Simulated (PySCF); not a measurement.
**Stretching ClF⁺**

Set-up: basis Cl STO-3G, F STO-3G; no relativity; PySCF 2.14. Energies in eV from Cl⁺ + F in their ground configurations at the same level. State: ²Π (doublet), unpaired electrons π ↑.

All columns are r²SCAN. A positive dipole points towards F; it is taken about the centre of mass and depends on that origin.

| R (Å) | E (eV) | μ (D) | Mulliken charge on Cl (basis-dependent) | HOMO (eV) | LUMO (eV) | Mayer bond order | ⟨S²⟩ |
| --- | --- | --- | --- | --- | --- | --- | --- |
| 1.446 | -2.510 | 0.04 | 0.78 | -16.63 | -16.26 | 1.44 | 0.75 |
| 1.514 | -3.473 | 0.09 | 0.74 | -16.77 | -16.42 | 1.46 | 0.75 |
| 1.581 | -4.035 | 0.13 | 0.71 | -16.87 | -16.54 | 1.47 | 0.75 |
| 1.631 | -4.256 | 0.16 | 0.69 | -16.94 | -16.61 | 1.47 | 0.75 |
| 1.682 | -4.345 | 0.18 | 0.67 | -16.98 | -16.66 | 1.48 | 0.75 |
| 1.732 | -4.330 | 0.21 | 0.66 | -17.02 | -16.71 | 1.48 | 0.75 |
| 1.800 | -4.192 | 0.24 | 0.64 | -17.05 | -16.75 | 1.48 | 0.75 |
| 1.884 | -3.889 | 0.29 | 0.63 | -17.07 | -16.78 | 1.49 | 0.75 |
| 1.985 | -3.422 | 0.37 | 0.61 | -17.07 | -16.77 | 1.48 | 0.76 |
| 2.119 | -2.790 | 0.60 | 0.58 | -17.01 | -16.68 | 1.28 | 0.94 |

A fit through these points gives, at Re = 1.699 Å, μ = 0.19 D and dμ/dR = 0.504 D/Å; the reduced mass is 12.31 u.

Problem. How strong is the fundamental in the double-harmonic approximation, I = 42.26·(dμ/dR)²/μred km/mol?

Solution. I = 42.26·(0.504)²/12.31 = 0.872 km/mol at r²SCAN.

⟨S²⟩ of the unrestricted solution departs from its pure value on part of the curve, where spin states mix. For an ion De counts to the pair picked by the measured ionisation energies or electron affinities, which need not be the lowest pair at this level. STO-3G is very small, so such numbers show the basis as much as the molecule. The state is the lowest determinant that a PBE0 search found; another state may lie lower at other levels.
